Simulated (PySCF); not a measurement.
## Indirect couplings

Bonds (- single, = double, # triple, : aromatic): C1-C2, C2-C3, C3-C4, C4-C5, C5-C6, C5-C1, C6-C3. C1 carries H7, H8; C2 carries H9, H10; C3 carries H11; C4 carries H12, H13; C5 carries H14; C6 carries H15, H16. Stereochemistry as in C1C[C@H]2C[C@@H]1C2. H13, H15 are cis to C1 on the ring; H12, H16 are trans to C1 on the ring.

Method: B3LYP/pcJ-1 (without the spin–dipole term)//PBE0-D3(BJ)/def2-SVP, PySCF 2.14; isolated molecule, single conformer, non-relativistic. Couplings are averaged over pairs made equivalent by symmetry, fast rotation or ring inversion, so a value needn't be that of the named pair in this geometry, while other rotamers aren't included; one pair stands for each set, and the list holds a selection of those of at least 1.5 Hz over up to four bonds.

Isotopes: ¹³C, ¹H.

```tsv
pair	bonds	J (Hz)
C1, C2	1	33.8
C1, C5	1	34.2
C1, H7	1	139.1
C3, C4	1	?
C3, H11	1	156.3
C4, H12	1	144.8
C4, H13	1	145.2
C1, H9	2	-2.3
C1, H14	2	3.4
C3, C5	2	-4.6
C3, H9	2	-2.5
C3, H12	2	-1.8
C3, H13	2	-2.2
C4, C6	2	-6.2
H7, H8	2	?
C1, H11	3	6.8
C1, H12	3	?
C1, H13	3	?
C3, H7	3	1.5
C3, H14	3	?
C4, H7	3	2.6
C4, H8	3	?
C4, H15	3	15.6
H11, H12	3	?
H7, H16	4	2.2
H11, H14	4	?
```

**Question.** Estimate the withheld couplings, with signs.

**Answer.** 
- ¹J(C3,C4) = 27.2 Hz (bond length 1.546 Å)
- ²J(H7,H8) = -11.9 Hz
- ³J(C1,H12) = 8.2 Hz
- ³J(C1,H13) = 3.9 Hz
- ³J(C3,H14) = 14.2 Hz
- ³J(C4,H8) = 8.7 Hz
- ³J(H11,H12) = 3.2 Hz
- ⁴J(H11,H14) = 6.1 Hz
